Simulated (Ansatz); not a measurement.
# BNH2 (triplet): wave-function methods side by side at a displaced geometry (v2), cc-pVDZ

Aim: climb from Hartree-Fock through coupled cluster and multireference methods for BNH2 (triplet) at one geometry and basis, and see what each rung misses.

Computed with Ansatz 0.2.0, Gaussian basis. Level: cc-pVDZ, core rule «outside noble gas», up to 2 orbitals frozen.

To be run: UHF; CCSD(T) on ROHF; CCSD(T) on UHF; BCCD(T) on ROHF; CISD; CCSDT(Q) on ROHF; CCSDT(Q) on UHF; CASSCF and MRCISD+Q, 10 electrons in 10 orbitals; CASSCF and NEVPT2, 10 electrons in 10 orbitals.

22 further runs of the same task are left out: 9 that didn't finish, 13 set aside as unsound or not needed.

### Step 1. The system

The geometry is a PBE0/def2-TZVP stationary point (not a proven minimum) with its atoms shifted at random (size 0.100 Å).

4 atoms, charge 0, spin multiplicity 3.

Atoms are counted from 1 here; the program's logs count them from 0.

Bond lengths: B1–N2 1.375 Å, B1–H3 1.199 Å, N2–H4 0.959 Å. Angles: N2–B1–H3 112.5°, B1–N2–H4 140.2°.

### Step 2. UHF

File in.yaml:

```yaml
crystal:
  periodic: [false, false, false]
  atoms:
    - {symbol: B, position_ang: [0.089570, -0.124495, 0.766907]}
    - {symbol: N, position_ang: [-0.075304, -0.014537, -0.593381]}
    - {symbol: H, position_ang: [0.001316, 0.931875, 1.327007]}
    - {symbol: H, position_ang: [0.084425, 0.605446, -1.306893]}
basis:
  gaussian: {orbitals: cc-pVDZ}
magnetization: {spin_polarized: true, initial_magnetization: 2}
hamiltonian: {xc: hf}
output: {orbitals: {seedname: orbitals}}
```

The run is started by

```sh
> ansatz run in.yaml --threads 1 --pin off --events-out ev --progress --plain --max-ram 2393MiB
```

Further steps of the session: CCSD(T) on ROHF; CCSD(T) on UHF; BCCD(T) on ROHF; CISD; CCSDT(Q) on ROHF; CCSDT(Q) on UHF; CASSCF and MRCISD+Q, 10 electrons in 10 orbitals; CASSCF and NEVPT2, 10 electrons in 10 orbitals.

**Question.** What will the summary of the whole plan be? Wanted: UCCSDT(Q) below the RHF energy; RMP2 from UCCSDT(Q); UMP2 from UCCSDT(Q); RCCSD from UCCSDT(Q); RCCSD(T) from UCCSDT(Q); UCCSD(T) from UCCSDT(Q); RCCSDT(Q) from UCCSDT(Q); NEVPT2 valence from UCCSDT(Q); MRCISD+Q valence from UCCSDT(Q).

The runs gave:

```
                         quantity                                        value
   UCCSDT(Q) below the RHF energy                                   -6.4113 eV
              RMP2 from UCCSDT(Q)                                 +97.0 kJ/mol
              UMP2 from UCCSDT(Q)                                 +97.5 kJ/mol
             RCCSD from UCCSDT(Q)                                 +21.2 kJ/mol
          RCCSD(T) from UCCSDT(Q)                                  +4.7 kJ/mol
          UCCSD(T) from UCCSDT(Q)                                  +4.7 kJ/mol
         RCCSDT(Q) from UCCSDT(Q)                                  +0.2 kJ/mol
    NEVPT2 valence from UCCSDT(Q)                                 +86.7 kJ/mol
  MRCISD+Q valence from UCCSDT(Q)                                  +4.2 kJ/mol
levels within 1 kcal/mol (43 meV)  RCCSDT, UCCSDT, RCCSDT(Q), MRCISD+Q valence
                    T1 diagnostic                                        0.030
   effectively unpaired electrons                                         2.02
```

**Reading.** RCCSD(T) misses by +4.7 kJ/mol, 0.8 % of the correlation energy. One determinant dominates. Of the multireference levels listed MRCISD+Q valence comes nearest in total energy (+4.2 kJ/mol), which doesn't show that its space is the better one. These misses are within one basis, not against nature; the frozen cores of restricted and unrestricted runs differ, which can shift their rows.
